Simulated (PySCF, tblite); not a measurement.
# NH₃: protonation, part 2 of 2

tblite 0.8.0 and PySCF 2.14.0. Atoms count from 0.

## 12. Protonation: wB97X-D3(BJ)/def2-TZVP

This step combines the energies above: geometries from PBE0-D3(BJ)/def2-SVP, zero-point and thermal terms from PBE0-D3(BJ)/def2-SVP.

The job: settings as JSON, then the geometry in Å.

```
{"job": {"kind": "pa", "geom": {"xc": "PBE0", "basis": "def2-SVP", "d3": "d3bj", "grid": 1}, "hess": 1, "level": {"xc": "wB97X", "basis": "def2-TZVP", "d3": "d3bj"}}, "charge": 0, "multiplicity": 1}
N      0.010296    -0.007055     0.292197
H     -0.572889    -0.731944    -0.125557
H     -0.345204     0.872398    -0.082311
H      0.930710    -0.126319    -0.130522
```

Output (the driver's rows laid out field by field):

```text
protonation site by site, wB97X-D3(BJ)/def2-TZVP // PBE0-D3(BJ)/def2-SVP

row 1
  formula                 H4N
  charge                  1
  multiplicity            1
  smiles                  [NH4+]
  kept                    yes
  pieces                  1
  point_group             Td
  atom                    0
  element                 N
  electronic              896.08
  enthalpy                863.24
  free_energy             828.82
  share_gas               1.0
```

Wall time 6.3 s (1 thread of Arm Neoverse V2, shared host); peak memory 0.41 GiB.

Energy given off on adding a proton (kJ/mol, gas phase, 298 K for the thermal columns):

| site | product | electronic | enthalpy | free energy |
| --- | --- | --- | --- | --- |
| N0 | [NH4+] | 896.1 | 863.2 | 828.8 |

## 13. Single point (NH₃): wavefunction

Geometry: PBE0-D3(BJ)/def2-SVP.

The job: settings as JSON, then the geometry in Å.

```
{"job": {"kind": "sp", "xc": "CCSD(T)", "basis": "jun-cc-pV(T+d)Z", "grid": 2}, "charge": 0, "multiplicity": 1}
N      0.010296    -0.007055     0.292197
H     -0.572889    -0.731944    -0.125557
H     -0.345204     0.872398    -0.082311
H      0.930710    -0.126319    -0.130522
```

Level: wavefunction single point, frozen core, gas phase.

The program printed:

```text
final grid: 27112 points
cycle   1  E = -56.2058061338  dE = -1.711e-01  |g| = 2.322e-01  |ddm| = 9.184e-01
cycle   2  E = -56.2179763540  dE = -1.217e-02  |g| = 7.786e-02  |ddm| = 1.415e-01
cycle   3  E = -56.2191551758  dE = -1.179e-03  |g| = 2.446e-02  |ddm| = 3.837e-02
cycle   4  E = -56.2193132726  dE = -1.581e-04  |g| = 5.521e-03  |ddm| = 1.558e-02
cycle   5  E = -56.2193290459  dE = -1.577e-05  |g| = 1.197e-03  |ddm| = 5.826e-03
cycle   6  E = -56.2193304566  dE = -1.411e-06  |g| = 3.106e-04  |ddm| = 2.386e-03
cycle   7  E = -56.2193305592  dE = -1.025e-07  |g| = 5.198e-05  |ddm| = 7.235e-04
cycle   8  E = -56.2193305614  dE = -2.198e-09  |g| = 4.565e-06  |ddm| = 8.534e-05
converged SCF energy = -56.2193305614
E(HF, exact integrals) = -56.2193295585
E(MP2) = -56.4573292705
E(CCSD) = -56.4693394616
E(CCSD(T)) = -56.4774991799
T1 diagnostic = 0.0083
```

It took 4 s on 1 thread of Arm Neoverse V2, shared host; peak memory 0.49 GiB.

## 14. Single point (NH4+): wavefunction

Geometry: PBE0-D3(BJ)/def2-SVP.

The job: settings as JSON, then the geometry in Å.

```
{"job": {"kind": "sp", "xc": "CCSD(T)", "basis": "jun-cc-pV(T+d)Z", "grid": 2}, "charge": 1, "multiplicity": 1}
N      0.018505    -0.020479     0.249055
H     -0.590090    -0.757846    -0.133232
H     -0.349552     0.902489    -0.020884
H      0.970931    -0.133128    -0.125651
H      0.042718    -0.093564     1.275837
```

Level: wavefunction single point, frozen core, gas phase.

The program printed:

```text
final grid: 32480 points
cycle   1  E = -56.5261479968  dE =  2.524e-01  |g| = 3.475e-01  |ddm| = 9.451e-01
cycle   2  E = -56.5577504910  dE = -3.160e-02  |g| = 1.786e-01  |ddm| = 2.389e-01
cycle   3  E = -56.5632053516  dE = -5.455e-03  |g| = 2.472e-02  |ddm| = 7.679e-02
cycle   4  E = -56.5634358232  dE = -2.305e-04  |g| = 4.451e-03  |ddm| = 2.564e-02
cycle   5  E = -56.5634430339  dE = -7.211e-06  |g| = 5.459e-04  |ddm| = 3.099e-03
cycle   6  E = -56.5634431978  dE = -1.640e-07  |g| = 5.740e-05  |ddm| = 5.739e-04
cycle   7  E = -56.5634431991  dE = -1.331e-09  |g| = 3.987e-06  |ddm| = 1.298e-04
converged SCF energy = -56.5634431991
E(HF, exact integrals) = -56.5634330000
E(MP2) = -56.7936968655
E(CCSD) = -56.8088965989
E(CCSD(T)) = -56.8156614230
T1 diagnostic = 0.0049
```

It took 7 s on 1 thread of Arm Neoverse V2, shared host; peak memory 0.71 GiB.

## 15. Protonation: CCSD(T)/jun-cc-pV(T+d)Z

This step combines the energies above: geometries from PBE0-D3(BJ)/def2-SVP, zero-point and thermal terms from PBE0-D3(BJ)/def2-SVP.

The job: settings as JSON, then the geometry in Å.

```
{"job": {"kind": "pa", "geom": {"xc": "PBE0", "basis": "def2-SVP", "d3": "d3bj", "grid": 1}, "hess": 1, "level": {"xc": "CCSD(T)", "basis": "jun-cc-pV(T+d)Z"}}, "charge": 0, "multiplicity": 1}
N      0.010296    -0.007055     0.292197
H     -0.572889    -0.731944    -0.125557
H     -0.345204     0.872398    -0.082311
H      0.930710    -0.126319    -0.130522
```

Output (the driver's rows laid out field by field):

```text
protonation site by site, CCSD(T)/jun-cc-pV(T+d)Z // PBE0-D3(BJ)/def2-SVP

row 1
  formula                 H4N
  charge                  1
  multiplicity            1
  smiles                  [NH4+]
  kept                    yes
  pieces                  1
  point_group             Td
  atom                    0
  element                 N
  electronic              887.84
  enthalpy                855.01
  free_energy             820.59
  share_gas               1.0
```

Wall time 11 s (1 thread of Arm Neoverse V2, shared host); peak memory 0.71 GiB.

Energy given off on adding a proton (kJ/mol, gas phase, 298 K for the thermal columns):

| site | product | electronic | enthalpy | free energy |
| --- | --- | --- | --- | --- |
| N0 | [NH4+] | 887.8 | 855.0 | 820.6 |

## 16. Single point (NH₃): wavefunction

Geometry: PBE0-D3(BJ)/def2-SVP.

The job: settings as JSON, then the geometry in Å.

```
{"job": {"kind": "sp", "xc": "MP2", "basis": "jun-cc-pV(T+d)Z", "grid": 2}, "charge": 0, "multiplicity": 1}
N      0.010296    -0.007055     0.292197
H     -0.572889    -0.731944    -0.125557
H     -0.345204     0.872398    -0.082311
H      0.930710    -0.126319    -0.130522
```

Level: wavefunction single point, frozen core, gas phase.

The program printed:

```text
final grid: 27112 points
cycle   1  E = -56.2058061338  dE = -1.711e-01  |g| = 2.322e-01  |ddm| = 9.184e-01
cycle   2  E = -56.2179763540  dE = -1.217e-02  |g| = 7.786e-02  |ddm| = 1.415e-01
cycle   3  E = -56.2191551758  dE = -1.179e-03  |g| = 2.446e-02  |ddm| = 3.837e-02
cycle   4  E = -56.2193132726  dE = -1.581e-04  |g| = 5.521e-03  |ddm| = 1.558e-02
cycle   5  E = -56.2193290459  dE = -1.577e-05  |g| = 1.197e-03  |ddm| = 5.826e-03
cycle   6  E = -56.2193304566  dE = -1.411e-06  |g| = 3.106e-04  |ddm| = 2.386e-03
cycle   7  E = -56.2193305592  dE = -1.025e-07  |g| = 5.198e-05  |ddm| = 7.235e-04
cycle   8  E = -56.2193305614  dE = -2.198e-09  |g| = 4.565e-06  |ddm| = 8.534e-05
converged SCF energy = -56.2193305614
E(HF, exact integrals) = -56.2193295585
E(MP2) = -56.4573292725
```

Wall time 0.4 s (1 thread of Arm Neoverse V2, shared host).

## 17. Single point (NH4+): wavefunction

Geometry: PBE0-D3(BJ)/def2-SVP.

The job: settings as JSON, then the geometry in Å.

```
{"job": {"kind": "sp", "xc": "MP2", "basis": "jun-cc-pV(T+d)Z", "grid": 2}, "charge": 1, "multiplicity": 1}
N      0.018505    -0.020479     0.249055
H     -0.590090    -0.757846    -0.133232
H     -0.349552     0.902489    -0.020884
H      0.970931    -0.133128    -0.125651
H      0.042718    -0.093564     1.275837
```

Method: wavefunction single point, frozen core, gas phase.

The program printed:

```text
final grid: 32480 points
cycle   1  E = -56.5261479968  dE =  2.524e-01  |g| = 3.475e-01  |ddm| = 9.451e-01
cycle   2  E = -56.5577504910  dE = -3.160e-02  |g| = 1.786e-01  |ddm| = 2.389e-01
cycle   3  E = -56.5632053516  dE = -5.455e-03  |g| = 2.472e-02  |ddm| = 7.679e-02
cycle   4  E = -56.5634358232  dE = -2.305e-04  |g| = 4.451e-03  |ddm| = 2.564e-02
cycle   5  E = -56.5634430339  dE = -7.211e-06  |g| = 5.459e-04  |ddm| = 3.099e-03
cycle   6  E = -56.5634431978  dE = -1.640e-07  |g| = 5.740e-05  |ddm| = 5.739e-04
cycle   7  E = -56.5634431991  dE = -1.331e-09  |g| = 3.987e-06  |ddm| = 1.298e-04
converged SCF energy = -56.5634431991
E(HF, exact integrals) = -56.5634330000
E(MP2) = -56.7936968659
```

Wall time 0.67 s (1 thread of Arm Neoverse V2, shared host).

## 18. Protonation: MP2/jun-cc-pV(T+d)Z

This step combines the energies above: geometries from PBE0-D3(BJ)/def2-SVP, zero-point and thermal terms from PBE0-D3(BJ)/def2-SVP.

The job: settings as JSON, then the geometry in Å.

```
{"job": {"kind": "pa", "geom": {"xc": "PBE0", "basis": "def2-SVP", "d3": "d3bj", "grid": 1}, "hess": 1, "level": {"xc": "MP2", "basis": "jun-cc-pV(T+d)Z"}}, "charge": 0, "multiplicity": 1}
N      0.010296    -0.007055     0.292197
H     -0.572889    -0.731944    -0.125557
H     -0.345204     0.872398    -0.082311
H      0.930710    -0.126319    -0.130522
```

Output (the driver's rows laid out field by field):

```text
protonation site by site, MP2/jun-cc-pV(T+d)Z // PBE0-D3(BJ)/def2-SVP

row 1
  formula                 H4N
  charge                  1
  multiplicity            1
  smiles                  [NH4+]
  kept                    yes
  pieces                  1
  point_group             Td
  atom                    0
  element                 N
  electronic              883.13
  enthalpy                850.29
  free_energy             815.87
  share_gas               1.0
```

Wall time 1.1 s (1 thread of Arm Neoverse V2, shared host).

Energy given off on adding a proton (kJ/mol, gas phase, 298 K for the thermal columns):

| site | product | electronic | enthalpy | free energy |
| --- | --- | --- | --- | --- |
| N0 | [NH4+] | 883.1 | 850.3 | 815.9 |

## 19. Single point (NH3): HF/jun-cc-pV(T+d)Z

Geometry: PBE0-D3(BJ)/def2-SVP.

The job: settings as JSON, then the geometry in Å.

```
{"job": {"kind": "sp", "xc": "HF", "basis": "jun-cc-pV(T+d)Z", "grid": 2}, "charge": 0, "multiplicity": 1}
N      0.010296    -0.007055     0.292197
H     -0.572889    -0.731944    -0.125557
H     -0.345204     0.872398    -0.082311
H      0.930710    -0.126319    -0.130522
```

The program printed:

```text
final grid: 27112 points
cycle   1  E = -56.2058061338  dE = -1.711e-01  |g| = 2.322e-01  |ddm| = 9.184e-01
cycle   2  E = -56.2179763540  dE = -1.217e-02  |g| = 7.786e-02  |ddm| = 1.415e-01
cycle   3  E = -56.2191551758  dE = -1.179e-03  |g| = 2.446e-02  |ddm| = 3.837e-02
cycle   4  E = -56.2193132726  dE = -1.581e-04  |g| = 5.521e-03  |ddm| = 1.558e-02
cycle   5  E = -56.2193290459  dE = -1.577e-05  |g| = 1.197e-03  |ddm| = 5.826e-03
cycle   6  E = -56.2193304566  dE = -1.411e-06  |g| = 3.106e-04  |ddm| = 2.386e-03
cycle   7  E = -56.2193305592  dE = -1.025e-07  |g| = 5.198e-05  |ddm| = 7.235e-04
cycle   8  E = -56.2193305614  dE = -2.198e-09  |g| = 4.565e-06  |ddm| = 8.534e-05
converged SCF energy = -56.2193305614
```

Run time: 0.1 s. Hardware: 1 thread of Arm Neoverse V2, shared host.

## 20. Single point (NH4+): HF/jun-cc-pV(T+d)Z

Geometry: PBE0-D3(BJ)/def2-SVP.

The job: settings as JSON, then the geometry in Å.

```
{"job": {"kind": "sp", "xc": "HF", "basis": "jun-cc-pV(T+d)Z", "grid": 2}, "charge": 1, "multiplicity": 1}
N      0.018505    -0.020479     0.249055
H     -0.590090    -0.757846    -0.133232
H     -0.349552     0.902489    -0.020884
H      0.970931    -0.133128    -0.125651
H      0.042718    -0.093564     1.275837
```

The program printed:

```text
final grid: 32480 points
cycle   1  E = -56.5261479968  dE =  2.524e-01  |g| = 3.475e-01  |ddm| = 9.451e-01
cycle   2  E = -56.5577504910  dE = -3.160e-02  |g| = 1.786e-01  |ddm| = 2.389e-01
cycle   3  E = -56.5632053516  dE = -5.455e-03  |g| = 2.472e-02  |ddm| = 7.679e-02
cycle   4  E = -56.5634358232  dE = -2.305e-04  |g| = 4.451e-03  |ddm| = 2.564e-02
cycle   5  E = -56.5634430339  dE = -7.211e-06  |g| = 5.459e-04  |ddm| = 3.099e-03
cycle   6  E = -56.5634431978  dE = -1.640e-07  |g| = 5.740e-05  |ddm| = 5.739e-04
cycle   7  E = -56.5634431991  dE = -1.331e-09  |g| = 3.987e-06  |ddm| = 1.298e-04
converged SCF energy = -56.5634431991
```

Run time: 0.13 s. Hardware: 1 thread of Arm Neoverse V2, shared host.

## 21. Protonation: HF/jun-cc-pV(T+d)Z

This step combines the energies above: geometries from PBE0-D3(BJ)/def2-SVP, zero-point and thermal terms from PBE0-D3(BJ)/def2-SVP.

The job: settings as JSON, then the geometry in Å.

```
{"job": {"kind": "pa", "geom": {"xc": "PBE0", "basis": "def2-SVP", "d3": "d3bj", "grid": 1}, "hess": 1, "level": {"xc": "HF", "basis": "jun-cc-pV(T+d)Z"}}, "charge": 0, "multiplicity": 1}
N      0.010296    -0.007055     0.292197
H     -0.572889    -0.731944    -0.125557
H     -0.345204     0.872398    -0.082311
H      0.930710    -0.126319    -0.130522
```

Output (the driver's rows laid out field by field):

```text
protonation site by site, HF/jun-cc-pV(T+d)Z // PBE0-D3(BJ)/def2-SVP

row 1
  formula                 H4N
  charge                  1
  multiplicity            1
  smiles                  [NH4+]
  kept                    yes
  pieces                  1
  point_group             Td
  atom                    0
  element                 N
  electronic              903.47
  enthalpy                870.63
  free_energy             836.21
  share_gas               1.0
```

It took 0.29 s on 1 thread of Arm Neoverse V2, shared host.

Energy given off on adding a proton (kJ/mol, gas phase, 298 K for the thermal columns):

| site | product | electronic | enthalpy | free energy |
| --- | --- | --- | --- | --- |
| N0 | [NH4+] | 903.5 | 870.6 | 836.2 |

## 22. What came out

This closing draws on all 2 parts.

```
                                           quantity                       value
          strongest single infrared mode (GFN2-xTB)       1160 cm⁻¹, 211 km/mol
                       zero-point energy (GFN2-xTB)               21.1 kcal/mol
                                        point group                         C3v
               rotational constants (main isotopes)  291.73, 291.72, 190.84 GHz
 proton affinity (−ΔH), N0 (wB97X-D3(BJ)/def2-TZVP)                863.2 kJ/mol
proton affinity (−ΔH), N0 (CCSD(T)/jun-cc-pV(T+d)Z)                855.0 kJ/mol
    proton affinity (−ΔH), N0 (MP2/jun-cc-pV(T+d)Z)                850.3 kJ/mol
     proton affinity (−ΔH), N0 (HF/jun-cc-pV(T+d)Z)                870.6 kJ/mol
```

No mode is imaginary among the 6: a minimum at this level. The strongest single mode, at 1160 cm⁻¹, moves mainly H1, H2 and H3. GFN2-xTB is a fitted tight-binding method: band positions and strengths are rough. Its intensities can rank the bands wrongly. The optimisation took 3 steps and gained 0.009 eV; among the close pairs (by a distance rule), N0–H1 changed most, from 1.013 to 1.020 Å (PBE0/def2-SVP). The proton affinity (−ΔH) at N0 is 863.2 kJ/mol at wB97X-D3(BJ)/def2-TZVP; zero-point and thermal terms move it by -32.9 kJ/mol from the electronic value.
